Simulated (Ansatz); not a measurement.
## Ansatz (development build ahead of 0.2.0) run

```yaml
crystal:
  periodic: [false, false, false]
  atoms:
    - { symbol: O, position_ang: [-0.04912, 0.00923, 0.00148] }
    - { symbol: C, position_ang: [-0.00029, 1.16623, 0.73854] }
    - { symbol: C, position_ang: [0.00787, -1.16768, 0.83782] }
    - { symbol: H, position_ang: [0.03128, 2.00763, 0.12941] }
    - { symbol: H, position_ang: [-0.8593, 1.14493, 1.40805] }
    - { symbol: H, position_ang: [0.88565, 1.22004, 1.38416] }
    - { symbol: H, position_ang: [0.03404, -2.07775, 0.15678] }
    - { symbol: H, position_ang: [0.8719, -1.157, 1.37927] }
    - { symbol: H, position_ang: [-0.84966, -1.21306, 1.41635] }
basis:
  gaussian: { orbitals: cc-pVDZ }
hamiltonian:
  xc: hf
correlation:
  method: mp2
  frozen_orbitals: { C: 1, H: 0, O: 1 }
```

The input is written out in the form of the current development build from the run's settings.

Results

```
Converged                       : yes
Reference energy                : -154.06154 hartree
Correlation energy              : -0.47555 hartree
Total energy                    : -154.53709 hartree
Spin squared of the determinant : 0.000
```
